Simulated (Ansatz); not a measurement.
`CCCCCl` + acetonitrile → `CCCCC#N` + `CCl`  (formal exchange of groups at a C–C bond)

Program: Ansatz. Geometries: PBE0-D4/def2-TZVP. ΔE: electronic, gas phase. CBS: MP2 limit from def2 TZ/QZ plus the TZ coupled-cluster correction, frozen cores. This one scheme is used for every species. Functionals use def2-TZVPP. One conformer a species, not always the lowest.

Question: Is it downhill or uphill in electronic energy at CCSD(T)/CBS, and by how much? (Best estimate.)

Answer: Ansatz gave: Uphill: ΔE = +0.09 eV.

Question: What do these levels give: BLYP-D4, PBE0-D4, r2SCANh-D4, PBE0, r2SCANh, MP2/def2-TZVPP? (Estimate.)

Answer: Ansatz gave: BLYP-D4 0.11, PBE0-D4 0.10, r2SCANh-D4 0.11, PBE0 0.10, r2SCANh 0.11, MP2/def2-TZVPP 0.09 eV.

Largest T1 diagnostic among the species: 0.012.

At CCSD(T), def2-SVP lies +0.04 eV from the extrapolated value and def2-TZVPP +0.00 eV. Leaving LDA and LC-ωPBE aside and taking each functional with its dispersion term where it has one, the values, not all of them listed here, spread over 0.03 eV, from ωB97X-V to B97M-V. LDA lies +0.03 eV from PBE without D4.
